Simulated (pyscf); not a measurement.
## Four-centre exchange: `[Cl][SiH2][Cl]` + `[OH2]` → `[OH][SiH]([Cl])[Cl]` + `[H][H]`

Gas phase, singlet surface, charge 0. Bonds broken: Si2–H4, O6–H7. Bonds formed: Si2–O6, H4–H7. Single points on ωB97X-D3(BJ)/def2-SVP structures (PySCF, gas phase).

Transition state (Å):

```xyz
8

Cl     0.6655    -0.1542     1.4795
Si    -0.8920    -0.2920     0.1322
Cl    -0.4736    -2.2079    -0.6640
H     -1.1210     1.4092     0.2583
H     -2.2547    -0.5372     0.6392
O     -0.6403     0.4760    -1.5077
H     -0.7497     1.3670    -0.8156
H      0.0612     0.2165    -2.1277
```

One imaginary mode, 1405i cm⁻¹; descent along it reached the two sides named, in the forms told below.

| bond | change | reactant side (Å) | saddle | product side |
|---|---|---|---|---|
| Si2–H4 | breaks | 1.474 | 1.721 | 4.3 |
| O6–H7 | breaks | 0.967 | 1.134 | 2.543 |
| Si2–O6 | forms | 2.7 | 1.828 | 1.645 |
| H4–H7 | forms | 2.8 | 1.137 | 0.761 |

Electronic energies relative to the separated reactants (kcal/mol):

```csv
level,barrier,reaction energy,reverse barrier
ωB97X-D3(BJ)/def2-TZVP,32.5,-22.9,55.4
PBE/def2-TZVP,28.1,-21.3,49.4
r²SCAN/def2-TZVP,28.8,-24.2,53.0
B3LYP-D3(BJ)/def2-TZVP,32.8,-22.9,55.7
PBE0-D3(BJ)/def2-TZVP,29.8,-21.4,51.2
M06-2X/def2-TZVP,32.1,-25.0,57.1
ωB97M-D3(BJ)/def2-TZVP,32.1,-22.7,54.8
HF/def2-TZVP,51.8,-20.4,72.2
```

With ωB97M-D3(BJ)/def2-TZVP energies and thermal terms (ideal gas, 1 atm, RRHO with modes under 100 cm⁻¹ raised to 100, one conformer, R ln 2 for chiral ones without a mode under 150 cm⁻¹), in kcal/mol:

```csv
T (K),ΔH‡,ΔG‡,ΔH,ΔG
298,30.2,40.7,-25.5,-23.8
600,30.4,51.4,-24.4,-22.5
900,31.1,61.7,-23.4,-21.8
1200,31.9,71.8,-22.6,-21.4
```

On the reactant side the descent ends in a complex, 4.7 kcal/mol under the separated species and 37.2 kcal/mol under the saddle at ωB97X-D3(BJ)/def2-TZVP. This is the saddle that the search found; another between the same sides may lie lower.
